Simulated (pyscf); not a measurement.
## Routes from O=CH–O–SiH₃ + H₂

Candidate steps break at most two bonds and form at most two. Each was searched with GFN2-xTB (tblite) first. PySCF, gas phase, ωB97X-D3(BJ)/def2-SVP geometries. Energies: ωB97M-D3(BJ)/def2-TZVP, kJ/mol, from the separated reactants, singlet surface; ΔG‡ with ideal gas, 1 atm, RRHO with modes under 100 cm⁻¹ raised to 100, one conformer, R ln 2 for chiral ones without a mode under 150 cm⁻¹.

| products | type | ΔE‡ | ΔE | ΔG‡ 298 K | ΔG‡ 900 K | ν‡ (cm⁻¹) |
|---|---|---|---|---|---|---|
| O=CH–OH + SiH₄ | concerted two-bond exchange (O–Si, H–H broken, H–O, H–Si formed) | 180.8 | +54.8 | 221.2 | 299.0 | 1243i |
| O=CH–OH + SiH₄ | four-centre exchange (O–Si, H–H broken, H–O, H–Si formed) | 250.2 | +54.8 | 283.2 | 350.8 | 1406i |

Plain bond fissions and candidates not yet searched are not listed, and one of them may be faster. Each barrier is that of the saddle found; lower ones may exist.
